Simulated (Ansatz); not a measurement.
Ideal-gas functions of CH4O3S, SMILES `CS(=O)(=O)O` at 500 K and 1 bar, from an Ansatz frequency run at PBE0-D4/def2-TZVP.

Molar mass 96.11 g/mol, point group C1 (symmetry number 1), electronic degeneracy 1, moments of inertia 102.756, 110.043, 112.114 u Å². Harmonic wavenumbers (cm⁻¹, unscaled): 205, 225, 315, 336, 446, 501, 533, 765, 856, 973, 986, 1129, 1231, 1353, 1436, 1448, 1463, 3082, 3186, 3195, 3817.

Use S(trans) = R[1.5 ln M + 2.5 ln T − 1.1517]; rotational temperatures θ = 24.2544 K / I; S(rot) = R[ln(√π/σ · √(T³/θAθBθC)) + 1.5]; for each mode x = 1.438777 ν̃/T, S = R[x/(eˣ − 1) − ln(1 − e⁻ˣ)] and H = RT x/(eˣ − 1); 1 cm⁻¹ = 0.0119627 kJ/mol; R = 8.31446 J/(mol·K).

Q: By hand: the entropy, in J/(mol·K).

A: Translation 176.5. Rotation: θ = 0.236, 0.2204, 0.2163 K, giving 113.4. Vibration, mode by mode: 12.82, 12.07, 9.41, 8.91, 6.79, 5.96, 5.53, 3.25, 2.65, 2.03, 1.97, 1.42, 1.12, 0.84, 0.69, 0.68, 0.65, 0.01, 0.01, 0.01, 0.00, in all 76.8. Electronic 0.0. Sum 366.7 J/(mol·K).

Q: By hand: H − E and G − E in kJ/mol, counted from the electronic energy.

A: Zero-point energy ½ × 27481 × 0.0119627 = 164.4; thermal vibration 22.4; translation, rotation and pV give 4 RT = 16.6. H − E = 203.4 kJ/mol, and G − E = 203.4 − 500 × 366.7/1000 = 20.1 kJ/mol.

Vibration gives 21 % of the entropy. The sum counts one conformer and one mirror image; others add a mixing term.
